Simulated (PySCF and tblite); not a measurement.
Values are calculated unless marked as measured or tabulated.
Stationary points of C3H4FN at GFN2-xTB, in Å:

Structure A

```
 1 C     1.214   -0.403    0.407
 2 C     0.325   -0.192   -0.557
 3 F     0.655   -0.482   -1.835
 4 C    -1.036    0.338   -0.420
 5 N    -1.633    0.697    0.625
 6 H     0.982   -0.183    1.432
 7 H     2.189   -0.799    0.190
 8 H    -1.583    0.425   -1.356
 9 H    -1.099    0.605    1.489
```

Structure B

```
 1 C     1.197   -0.982    0.098
 2 C     0.428    0.083   -0.089
 3 F     0.984    1.246   -0.501
 4 C    -1.024    0.151    0.109
 5 N    -1.771    1.147   -0.058
 6 H     0.771   -1.912    0.424
 7 H     2.259   -0.944   -0.072
 8 H    -1.484   -0.776    0.438
 9 H    -1.292    1.994   -0.367
```

Structure C

```
 1 C     1.199   -0.756    0.333
 2 C     0.383   -0.048   -0.423
 3 F     0.860    0.656   -1.478
 4 C    -1.087    0.115   -0.229
 5 N    -1.663    1.040    0.384
 6 H     0.820   -1.310    1.171
 7 H     2.255   -0.796    0.135
 8 H    -1.716   -0.653   -0.675
 9 H    -1.050    1.751    0.784
```

The path came from a restrained scan, a climbing-image band and a saddle search at GFN2-xTB; energies are PBE0/pcSseg-2 + D3(BJ)//GFN2-xTB, thermal terms GFN2-xTB.

Q: Which structure is a saddle point, and along which motion?

A: C: one imaginary mode (135i cm⁻¹ at GFN2-xTB, mostly on H8, N5, H9), along the rotation about the C2–C4 bond (torsion C1–C2–C4–N5 from 0° to 180°, rising).

Q: Give their symmetry and energies above the lowest.

A: A Cs, 3.5 kcal/mol; B Cs, 0.0 kcal/mol; C C1, 8.5 kcal/mol.
